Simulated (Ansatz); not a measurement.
**SiH₅ (doublet): from Hartree-Fock to the top rungs at distance H1–H2 along a hydrogen transfer = 0.693 Å, 6-31G**

How much of the correlation energy of SiH₅ (doublet) does each wave-function method recover here?

Program: Ansatz 0.2.0, Gaussian basis. Level of theory: 6-31G, core rule «outside noble gas», up to 5 orbitals frozen. These are calculated values, not measurements.

Plan: UHF; CCSD(T) on ROHF; CCSD(T) on UHF; BCCD(T) on ROHF; CISD; CCSDT(Q) on ROHF; CCSDT(Q) on UHF; CCSDTQ on ROHF; CASSCF and MRCISD+Q, 3 electrons in 3 orbitals; CASSCF and NEVPT2, 3 electrons in 3 orbitals; CASSCF and MRCISD+Q, 9 electrons in 9 orbitals; CASSCF and NEVPT2, 9 electrons in 9 orbitals; Full CI.

5 further runs of the same task are left out: 2 that didn't finish, 3 set aside as unsound or not needed.

### 1 The system

The geometry derives from fragments relaxed apart (PBE0/def2-TZVP) and kept rigid, so it is no stationary point. A hydrogen atom is moved between rigid fragments.

6 atoms, charge 0, spin multiplicity 2.

Atoms are counted from 1 here; the program's logs count them from 0.

Bond lengths: H1–H2 0.693 Å, Si3–H4 1.486 Å, Si3–H5 1.486 Å, Si3–H6 1.486 Å. Angles: H4–Si3–H5 111.3°, H4–Si3–H6 111.3°, H5–Si3–H6 111.3°.

### 2 UHF

The input, in.yaml:

```yaml
crystal:
  periodic: [false, false, false]
  atoms:
    - {symbol: H, position_ang: [-2.721817, 0.000000, -0.000001]}
    - {symbol: H, position_ang: [-2.028817, 0.000000, -0.000001]}
    - {symbol: Si, position_ang: [0.110183, 0.000000, 0.000000]}
    - {symbol: H, position_ang: [0.560157, -1.416253, 0.000000]}
    - {symbol: H, position_ang: [0.560157, 0.708126, -1.226511]}
    - {symbol: H, position_ang: [0.560156, 0.708127, 1.226511]}
basis:
  gaussian: {orbitals: 6-31G}
magnetization: {spin_polarized: true, initial_magnetization: 1}
hamiltonian: {xc: hf}
output: {orbitals: {seedname: orbitals}}
```

On the command line:

```bash
$ ansatz run in.yaml --threads 1 --pin off --events-out ev --progress --plain --max-ram 2393MiB
```

The runs that follow: CCSD(T) on ROHF; CCSD(T) on UHF; BCCD(T) on ROHF; CISD; CCSDT(Q) on ROHF; CCSDT(Q) on UHF; CCSDTQ on ROHF; CASSCF and MRCISD+Q, 3 electrons in 3 orbitals; CASSCF and NEVPT2, 3 electrons in 3 orbitals; CASSCF and MRCISD+Q, 9 electrons in 9 orbitals; CASSCF and NEVPT2, 9 electrons in 9 orbitals; Full CI.

Before running them: what should the planned runs give, taken together? Wanted: FCI below the RHF energy; RMP2 from FCI; UMP2 from FCI; RCCSD from FCI; RCCSD(T) from FCI; UCCSD(T) from FCI; RCCSDT(Q) from FCI; UCCSDT(Q) from FCI; NEVPT2 pair from FCI.

As calculated:

| quantity | value |
| --- | --- |
| FCI below the RHF energy | -2.6281 eV |
| RMP2 from FCI | +769.7 meV |
| UMP2 from FCI | +757.9 meV |
| RCCSD from FCI | +34.0 meV |
| RCCSD(T) from FCI | +10.4 meV |
| UCCSD(T) from FCI | +10.4 meV |
| RCCSDT(Q) from FCI | +0.3 meV |
| UCCSDT(Q) from FCI | +0.2 meV |
| NEVPT2 pair from FCI | +654.9 meV |
| NEVPT2 valence from FCI | +241.4 meV |
| MRCISD+Q valence from FCI | +13.5 meV |
| levels within 1 kcal/mol (43 meV) | RCCSD, UCCSD, RCCSD(T), UCCSD(T), BCCD(T), RCCSDT, UCCSDT, RCCSDT(Q), UCCSDT(Q), RCCSDTQ, MRCISD valence, MRCISD+Q valence |
| T1 diagnostic | 0.015 |
| effectively unpaired electrons | 1.03 |

RCCSD(T) lands +10.4 meV from the yardstick (0.4 % of the correlation energy). One determinant dominates. Of the multireference levels listed MRCISD+Q valence comes nearest in total energy (+13.5 meV), which doesn't show that its space is the better one. These misses are within one basis, not against nature; the frozen cores of restricted and unrestricted runs differ, which can shift their rows.
